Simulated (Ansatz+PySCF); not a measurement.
Two shapes of doublet C₃H₅.

Shape 1:

```xyz
8

C     0.0000    0.0000   -0.4419
C     0.0000    1.2299    0.1960
C     0.0000   -1.2299    0.1960
H     0.0000    0.0000   -1.5389
H     0.0000    2.1641   -0.3691
H     0.0000    1.2985    1.2879
H     0.0000   -2.1641   -0.3691
H     0.0000   -1.2985    1.2879
```

Shape 2:

```xyz
8

C     0.0200   -0.0446   -0.4311
C    -0.0087    1.2566    0.1547
C    -0.0216   -1.2571    0.1601
H    -0.0208    0.0168   -1.5811
H     0.0250    2.1212   -0.3745
H     0.0076    1.2556    1.3124
H     0.0086   -2.1999   -0.3353
H    -0.0088   -1.2545    1.2658
```

Basis set: def2-SVP (spherical functions). Frozen core: 3 orbitals. Charge 0, multiplicity 2.

Computed with Ansatz (development build ahead of 0.2.0); each method stands on the lowest determinant of its kind that the runs found.

Which shape is lower in energy, and by how much in each method?

```tsv
method	E(2) − E(1) (eV)
UHF-MP2	0.398
PBE (restricted open-shell)	0.367
PBE0 (unrestricted)	0.388
r²SCAN (restricted open-shell)	0.375
ωB97X (unrestricted)	0.393
```

Shape 1 is lower. Caution for UHF-MP2: the unrestricted determinant is spin contaminated.
